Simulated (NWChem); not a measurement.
System: C$_{2}$H$_{4}$ cation, doublet; SMILES of the neutral closed-shell parent C=C

NWChem input:

```
start job
memory heap 200 mb stack 900 mb global 1100 mb
charge 1
geometry units angstroms noautoz
  C      0.000000     0.700545     0.000000
  C      0.000000    -0.700545     0.000000
  H      0.911362     1.264661    -0.210395
  H     -0.911362     1.264661     0.210395
  H     -0.911362    -1.264661    -0.210395
  H      0.911362    -1.264661     0.210395
end
basis spherical
  * library def2-svp
end
dft
  odft
  mult 2
  xc xwpbe 0.80 cpbe96 1.0 hfexch 1.00
  cam 0.2 cam_alpha 0.2 cam_beta 0.8
  iterations 150
end
tddft
  cis
  nroots 6
end
task tddft energy
```

Output (shortened):

```
             Northwest Computational Chemistry Package (NWChem) 7.3.0
             --------------------------------------------------------

 D2  symmetry detected

                             Geometry "geometry" -> ""
                             -------------------------

 Output coordinates in angstroms (scale by  1.889725989 to convert to a.u.)

  No.       Tag          Charge          X              Y              Z
 ---- ---------------- ---------- -------------- -------------- --------------
    1 C                    6.0000     0.00000000     0.70054500     0.00000000
    2 C                    6.0000     0.00000000    -0.70054500     0.00000000
    3 H                    1.0000     0.91136200     1.26466100    -0.21039500
    4 H                    1.0000    -0.91136200     1.26466100     0.21039500
    5 H                    1.0000    -0.91136200    -1.26466100    -0.21039500
    6 H                    1.0000     0.91136200    -1.26466100     0.21039500

 Effective nuclear repulsion energy (a.u.)      32.3774620359

      Symmetry information
      --------------------

 Group name             D2
 Group number             11
 Group order               4
 No. of unique centers     2

  pbe96 is a nonlocal functional; adding pw91lda local functional.

                                 NWChem DFT Module
                                 -----------------

 Summary of "ao basis" -> "ao basis" (spherical)
 ------------------------------------------------------------------------------
       Tag                 Description            Shells   Functions and Types
 ---------------- ------------------------------  ------  ---------------------
 C                          def2-svp                 6       14   3s2p1d
 H                          def2-svp                 3        5   2s1p

      Symmetry analysis of basis
      --------------------------

        a1         13
        b1         11
        b2         13
        b3         11

            General Information
            -------------------
          SCF calculation type: DFT
          Wavefunction type:  spin polarized.
          No. of atoms     :     6
          No. of electrons :    15
           Alpha electrons :     8
            Beta electrons :     7
          Charge           :     1
          Spin multiplicity:     2
          Use of symmetry is: off; symmetry adaption is: on
          Maximum number of iterations: 150
          AO basis - number of functions:    48
                     number of shells:    24
          Convergence on energy requested:  1.00D-06
          Convergence on density requested:  1.00D-05
          Convergence on gradient requested:  5.00D-04

              XC Information
              --------------
                     Hartree-Fock (Exact) Exchange  1.000
                     LC-wPBE(h)Exchange Functional  0.800
            Perdew 1991 LDA Correlation Functional  1.000 local
           PerdewBurkeErnz. Correlation Functional  1.000 non-local

           Range-Separation Parameters
           ---------------------------
           Alpha           :  0.20
           Beta            :  0.80
           Gamma           :  0.20
           Short-Range HF  :     F

             Grid Information
             ----------------
          Grid used for XC integration:  medium
          Radial quadrature: Mura-Knowles
          Angular quadrature: Lebedev.
          Tag              B.-S. Rad. Rad. Pts. Rad. Cut. Ang. Pts.
          ---              ---------- --------- --------- ---------
          C                   0.70       49           8.0       434
          H                   0.35       45           9.0       434
          Grid pruning is: on
          Number of quadrature shells:   278
          Spatial weights used:  Erf1

      Superposition of Atomic Density Guess
      -------------------------------------

 Sum of atomic energies:         -77.24673709

 Renormalizing density from      16.00 to     15

      Non-variational initial energy
      ------------------------------

 Total energy =     -74.575232
 1-e energy   =    -155.726852
 2-e energy   =      48.774158
 HOMO         =      -0.692112
 LUMO         =      -0.430376

   Symmetry analysis of molecular orbitals - initial alpha
   -------------------------------------------------------

  Numbering of irreducible representations:

     1 a1          2 b1          3 b2          4 b3

  Orbital symmetries:

     1 a1          2 b2          3 a1          4 b2          5 b3
     6 a1          7 b1          8 b1          9 b3         10 a1
    11 b2         12 b3         13 b1         14 b2         15 a1
    16 b3         17 b1         18 a1

   Symmetry analysis of molecular orbitals - initial beta
   ------------------------------------------------------

  Numbering of irreducible representations:

     1 a1          2 b1          3 b2          4 b3

  Orbital symmetries:

     1 a1          2 b2          3 a1          4 b2          5 b3
     6 a1          7 b1          8 b1          9 b3         10 a1
    11 b2         12 b3         13 b1         14 b2         15 a1
    16 b3         17 b1         18 a1

 !! scf_movecs_sym_adapt:    2 vectors were symmetry contaminated

  Symmetry fudging

 !! scf_movecs_sym_adapt:    6 vectors were symmetry contaminated

  Symmetry fudging

   convergence    iter        energy       DeltaE   RMS-Dens  Diis-err
 ---------------- ----- ----------------- --------- --------- ---------
 d= 0,ls=0.0,diis     1    -78.0174406448 -1.10D+02  6.02D-03  9.79D-02
                                                     6.10D-03  9.57D-02

 !! scf_movecs_sym_adapt:    2 vectors were symmetry contaminated

  Symmetry fudging
 d= 0,ls=0.0,diis     2    -78.0519548847 -3.45D-02  2.10D-03  2.14D-02
                                                     1.84D-03  1.67D-02
 d= 0,ls=0.0,diis     3    -78.0624965473 -1.05D-02  3.65D-04  2.38D-04
                                                     6.05D-04  6.37D-04
 d= 0,ls=0.0,diis     4    -78.0632185256 -7.22D-04  1.86D-04  2.97D-05
                                                     4.32D-04  8.25D-05
 d= 0,ls=0.0,diis     5    -78.0634773879 -2.59D-04  9.18D-05  4.36D-06
                                                     2.83D-04  1.73D-05
  Resetting Diis
 d= 0,ls=0.0,diis     6    -78.0635418659 -6.45D-05  2.78D-05  6.61D-07
                                                     7.47D-05  1.51D-06
 d= 0,ls=0.0,diis     7    -78.0635466291 -4.76D-06  5.87D-06  7.57D-08
                                                     6.93D-06  9.63D-08
 d= 0,ls=0.0,diis     8    -78.0635468151 -1.86D-07  4.99D-06  1.84D-08
                                                     7.33D-06  2.96D-08

         Total DFT energy =      -78.063546815063
      One electron energy =     -163.079586289891
           Coulomb energy =       64.490140067278
    Exchange-Corr. energy =      -11.851562628396
 Nuclear repulsion energy =       32.377462035947

 Numeric. integr. density =       14.999998764794

                  Occupations of the irreducible representations
                  ----------------------------------------------

                     irrep           alpha         beta
                     --------     --------     --------
                     a1                3.0          3.0
                     b1                2.0          1.0
                     b2                2.0          2.0
                     b3                1.0          1.0

                    DFT Final Alpha Molecular Orbital Analysis
                    ------------------------------------------

[...]

                                NWChem TDDFT Module
                                -------------------

            General Information
            -------------------
           No. of orbitals :      96
            Alpha orbitals :      48
             Beta orbitals :      48
        Alpha frozen cores :       0
         Beta frozen cores :       0
     Alpha frozen virtuals :       0
      Beta frozen virtuals :       0
         Spin multiplicity :       2
    Number of AO functions :      48
        Use of symmetry is : off
      Symmetry adaption is : on
         Schwarz screening :  0.10D-07

              XC Information
              --------------
              Hartree-Fock (Exact) Exchange   1.00
              LC-wPBE(h)Exchange Functional   0.80
     Perdew 1991 LDA Correlation Functional   1.00 local
    PerdewBurkeErnz. Correlation Functional   1.00 non-local
           Alpha           :  0.20
           Beta            :  0.80
           Gamma           :  0.20

             TDDFT Information
             -----------------
          Calculation type : Tamm-Dancoff TDDFT
         Wavefunction type : Unrestricted
          No. of electrons :      15
           Alpha electrons :       8
            Beta electrons :       7
              No. of roots :       6
          Max subspacesize :    5200
            Max iterations :     100
               Target root :       1
           Target symmetry : none
      Symmetry restriction : off
                 Algorithm : Optimal
        Davidson threshold :  0.10D-03

    6 smallest eigenvalue differences (eV)
--------------------------------------------------------
  No. Spin  Occ  Vir  Irrep   E(Occ)    E(Vir)   E(Diff)
--------------------------------------------------------
    1    2    7    8 b1       -0.752    -0.387     9.917
    2    1    8    9 b3       -0.683    -0.282    10.916
    3    2    6    8 a1       -0.807    -0.387    11.409
    4    2    5    8 b3       -0.845    -0.387    12.462
    5    1    7    9 b3       -0.760    -0.282    13.009
    6    1    6    9 b2       -0.817    -0.282    14.559
--------------------------------------------------------

  Entering Davidson iterations
  Unrestricted

  Iter   NTrls   NConv    DeltaV     DeltaE      Time
  ----  ------  ------  ---------  ---------  ---------
    1      6       0     0.19E+00   0.10+100        1.9
    2     12       0     0.44E-01   0.37E-01        2.2
    3     18       0     0.30E-01   0.38E-02        2.2
    4     24       0     0.85E-02   0.11E-02        2.2
    5     30       0     0.50E-02   0.13E-03        2.2
    6     36       5     0.19E-02   0.32E-04        2.2
    7     37       5     0.59E-03   0.49E-05        1.1
    8     38       5     0.15E-03   0.32E-06        1.1
    9     39       6     0.59E-04   0.16E-07        1.1
  ----  ------  ------  ---------  ---------  ---------
  Convergence criterion met

  Ground state b1        -78.063546815063 a.u.
  <S2> =   0.7547

  ----------------------------------------------------------------------------
  Root   1         b1             0.132438024 a.u.                3.6038 eV
  <S2> =   0.7772
  ----------------------------------------------------------------------------
     Transition Moments    X  0.00000   Y -0.00000   Z  0.00000
     Dipole Oscillator Strength                    0.0000000000
     Electric Quadrupole                           0.0000000060
     Magnetic Dipole                               0.0000000000
     Total Oscillator Strength                     0.0000000060

     Occ.    5 beta  b3  ---  Virt.    9 beta  b3      -0.10383
     Occ.    7 beta  b1  ---  Virt.    8 beta  b1      -0.99230
  ----------------------------------------------------------------------------
  Root   2         a1             0.175926460 a.u.                4.7872 eV
  <S2> =   0.7661
  ----------------------------------------------------------------------------
     Transition Moments    X -0.00000   Y  0.00000   Z  0.06349
     Dipole Oscillator Strength                    0.0004727565
     Electric Quadrupole                           0.0000000117
     Magnetic Dipole                               0.0000002739
     Total Oscillator Strength                     0.0004730422

     Occ.    4 beta  b2  ---  Virt.    9 beta  b3      -0.07687
     Occ.    6 beta  a1  ---  Virt.    8 beta  b1      -0.99434
  ----------------------------------------------------------------------------
  Root   3         b3             0.189234931 a.u.                5.1493 eV
  <S2> =   0.8305
  ----------------------------------------------------------------------------
     Transition Moments    X -0.00000   Y  0.47306   Z  0.00000
     Dipole Oscillator Strength                    0.0282323370
     Electric Quadrupole                           0.0000000008
     Magnetic Dipole                               0.0000000009
     Total Oscillator Strength                     0.0282323387

     Occ.    7 alpha b1  ---  Virt.    9 alpha b3      -0.21150
     Occ.    8 alpha b1  ---  Virt.    9 alpha b3      -0.83455
     Occ.    5 beta  b3  ---  Virt.    8 beta  b1       0.49568
  ----------------------------------------------------------------------------
  Root   4         b3             0.225830100 a.u.                6.1452 eV
  <S2> =   0.8695
  ----------------------------------------------------------------------------
     Transition Moments    X -0.00000   Y  0.64829   Z  0.00000
     Dipole Oscillator Strength                    0.0632753728
     Electric Quadrupole                           0.0000000311
     Magnetic Dipole                               0.0000031573
     Total Oscillator Strength                     0.0632785611

     Occ.    8 alpha b1  ---  Virt.    9 alpha b3      -0.47203
     Occ.    5 beta  b3  ---  Virt.    8 beta  b1      -0.78440
     Occ.    7 beta  b1  ---  Virt.    9 beta  b3      -0.38397
  ----------------------------------------------------------------------------
  Root   5         b3             0.255516932 a.u.                6.9530 eV
  <S2> =   2.1868
  ----------------------------------------------------------------------------
     Transition Moments    X  0.00000   Y  0.47211   Z  0.00000
     Dipole Oscillator Strength                    0.0379677305
     Electric Quadrupole                           0.0000000131
     Magnetic Dipole                               0.0000011177
     Total Oscillator Strength                     0.0379688613

     Occ.    7 alpha b1  ---  Virt.    9 alpha b3       0.92152
     Occ.    8 alpha b1  ---  Virt.    9 alpha b3      -0.10268
     Occ.    5 beta  b3  ---  Virt.    8 beta  b1       0.22455
     Occ.    7 beta  b1  ---  Virt.    9 beta  b3      -0.28585
  ----------------------------------------------------------------------------
  Root   6         b2             0.288595407 a.u.                7.8531 eV
  <S2> =   2.2393
  ----------------------------------------------------------------------------
     Transition Moments    X  0.12777   Y  0.00000   Z  0.00000
     Dipole Oscillator Strength                    0.0031409636
     Electric Quadrupole                           0.0000000130
     Magnetic Dipole                               0.0000007817
     Total Oscillator Strength                     0.0031417584

     Occ.    6 alpha a1  ---  Virt.    9 alpha b3       0.91963
     Occ.    4 beta  b2  ---  Virt.    8 beta  b1      -0.24501
     Occ.    6 beta  a1  ---  Virt.    9 beta  b3      -0.29751

              Target root =      1
          Target symmetry = none
      Ground state energy =    -78.063546815063
        Excitation energy =      0.132438024285
     Excited state energy =    -77.931108790778

  stored tddft:energy   -77.931108790777643
```

Level: LRC-wPBEh/def2-SVP, spin-unrestricted, TDA. In the optimisation the excess spin sits in b1 (D2, its own frame). Structure relaxed at the B3LYP/6-31G* (spherical d), spin-unrestricted level. The spin multiplicity was typed, not searched, and may not be the lowest. No stability test was run on the SCF state.
